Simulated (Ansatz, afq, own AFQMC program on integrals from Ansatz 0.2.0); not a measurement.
AlSiH$_{2}$, quartet: AFQMC among the cluster methods

```yaml
atoms:
  - { symbol: Si, position_ang: [0.0000, 0.0000, 1.2743] }
  - { symbol: Al, position_ang: [0.0000, 0.0000, -1.1788] }
  - { symbol: H, position_ang: [0.0000, -1.3806, -1.9769] }
  - { symbol: H, position_ang: [0.0000, 1.3806, -1.9769] }
```

Connectivity, by distances: Si–AlH2.

Basis cc-pVTZ. Noble-gas cores (and the filled d shells of Ga–Kr and In–Xe) are frozen. Integrals, coupled cluster, full CI and functionals: Ansatz 0.2.0; the random walks run on the same integrals in our own AFQMC program. The CISD trial takes its coefficients from CCSD amplitudes. Released means that phaseless walkers are propagated on without the constraint, phases kept. Free projection: walkers drawn from exp(T), propagated without any constraint. Its projection time is finite, and what remains of the start isn't in its error. Uncertainties: one standard error, sampling alone.

Determinant: UHF, the one that the program's search chose, which needn't be the lowest solution. The geometry is a PBE0/def2-TZVP stationary point of this or a neighbouring charge and spin state.

No full CI on the walks' own integrals is used here; CCSDT(Q) serves as the reference and is uncertain by about the last step of the cluster series.

Cautions: another spin lies lower (by 346 meV).

```
T1 diagnostic                               : 0.0271
weight of the determinant in the CISD state : 0.870
⟨S²⟩ of the determinant                     : 3.754
size of the correlated space                : 9 electrons in 86 orbitals
```

```
  level  correlation energy (eV)
    MP2                  -3.8982
   CCSD                  -4.7976
CCSD(T)                  -4.9855
```

(1) Estimate where free-projection AFQMC lies against CCSD(T) on the same integrals.

(1) 2.26 ± 0.35 mEh below CCSD(T).

Reference: CCSDT(Q), correlation energy -5.036 eV. The released energy is read at 2.40 1/Eh (meV from the phaseless value at times in 1/Eh: 0 ± 5 at 0.24, -5 ± 4 at 0.51, -6 ± 4 at 0.99, -8 ± 4 at 1.62, -6 ± 4 at 2.40).

| level | E − E(reference) (mEh) | share of correlation (%) |
| --- | --- | --- |
| CCSD(T) | 1.86 | 99.00 |
| CCSDT | 0.36 | 99.80 |
| ph-AFQMC/HF | -0.68 ± 0.90 | 100.37 |
| ph-AFQMC/CISD | 0.33 ± 0.17 | 99.82 |
| released AFQMC | 0.10 ± 0.13 | 99.95 |
| free AFQMC | -0.40 ± 0.35 | 100.22 |

Free projections are given only where their last times agree within the noise and don't stop above the reference; a slow remainder of the start can still hide under it. A walk keeps the symmetry of its determinant, which the program's search chose and which needn't be the lowest solution, so a lower state of the same spin and another symmetry isn't excluded. Released energies are given only where the last usable release times agree within the noise; a slower fall can still hide under it.
